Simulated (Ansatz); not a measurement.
# Zinc-blende HgSe

The numbers are results of PBE0 (plane waves, PAW; Ansatz, a program for electronic structure), not measurements.

Run with plane-wave cutoff 460 eV, 8×8×8 k mesh, Fermi–Dirac smearing 0.01 eV, scalar-relativistic PAW data made under PBE.

Cell: relaxed at this level.

```yaml
volume_per_atom: 29.41 Å³/atom
bulk modulus B0: 51.2 GPa
equilibrium_lattice_constant_a: 6.174 Å
band_gap: none
```

Measured, for comparison: equilibrium volume per atom 28.16 Å³/atom, lattice constant a 6.085 Å (293 K, no zero-point or thermal correction; as tabulated in Cardona et al. (2009), arXiv:0908.2634); bulk modulus 50 GPa (temperature not stated, no zero-point or thermal correction, our sources range from 48.5 to 51.6; as tabulated in Toher et al. (2017), arXiv:1611.05714). Computed (rounded) less measured: equilibrium volume per atom +4.4 %, bulk modulus +2 % (inside the range of the sources held), lattice constant a +1.5 %.

Spin–orbit coupling is not included; it can open a gap where bands touch, and shift volumes and moduli.

It cost roughly 60 core-minutes of CPU time.
